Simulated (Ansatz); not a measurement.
# SiH (quartet): from Hartree-Fock to the top rungs at distance Si1–H2 = 3.952 Å, cc-pVQZ

An exercise on one series of results from a longer session: the logs are not shown, and one member is left open.

The runs use Ansatz 0.2.0, Gaussian basis; cc-pVQZ, core rule «outside noble gas», up to 5 orbitals frozen.

To be run: UHF; CCSD(T) on ROHF; CCSD(T) on UHF; BCCD(T) on ROHF; CCSDT(Q) on ROHF; CCSDT(Q) on UHF; CASSCF and MRCISD+Q, 5 electrons in 5 orbitals; CASSCF and NEVPT2, 5 electrons in 5 orbitals.

10 further runs of the same task are left out: 10 that didn't finish. Runs told in other sessions of the task aren't counted.

## What is computed

The geometry derives from a PBE0/def2-TZVP stationary point (not a proven minimum). One bond is set to the value named and the two fragments are kept rigid.

2 atoms, charge 0, spin multiplicity 4.

Atoms are counted from 1 here; the program's logs count them from 0.

No contacts short enough for the rule that draws bonds.

Set-up of the first run:

File in.yaml:

```yaml
crystal:
  periodic: [false, false, false]
  atoms:
    - {symbol: Si, position_ang: [0.000000, 0.000000, 0.000000]}
    - {symbol: H, position_ang: [0.000000, 0.000000, 3.952000]}
basis:
  gaussian: {orbitals: cc-pVQZ}
magnetization: {spin_polarized: true, initial_magnetization: 3}
hamiltonian: {xc: hf}
output: {orbitals: {seedname: orbitals}}
```

Launch:

```bash
> ansatz run in.yaml --threads 1 --pin off --events-out ev --progress --plain --max-ram 4096MiB --backend cpu
```

Steps of the session up to this table: UHF; CCSD(T) on ROHF; CCSD(T) on UHF; BCCD(T) on ROHF; CCSDT(Q) on ROHF; CCSDT(Q) on UHF; CASSCF and MRCISD+Q, 5 electrons in 5 orbitals; CASSCF and NEVPT2, 5 electrons in 5 orbitals.

One table of the session follows, with a row left open; its other results are not shown here.

| method | from UCCSDT(Q) (kJ/mol) |
| --- | --- |
| ROHF | ? |
| UHF | +210.6 |
| RMP2 | +52.7 |
| UMP2 | +53.2 |
| RCCSD | +10.1 |
| UCCSD | +9.5 |
| RCCSD(T) | +2.1 |
| UCCSD(T) | +2.1 |
| BCCD(T) | +2.2 |
| RCCSDT | +0.3 |
| UCCSDT | +0.2 |
| RCCSDT(Q) | +0.1 |
| UCCSDT(Q) | 0 |
| CASSCF valence | +185.0 |
| NEVPT2 valence | +52.6 |
| MRCISD valence | +12.6 |
| MRCISD+Q valence | +2.4 |

Q: Estimate the row for ROHF from the others.

The run gave: from UCCSDT(Q) (kJ/mol): +221.9. In the column «from UCCSDT(Q) (kJ/mol)» it is the highest.

Caveats from the session: Restricted and unrestricted rows rest on different reference determinants; a gap between their highest levels can come from leftover correlation error, from unlike frozen cores or from another state.
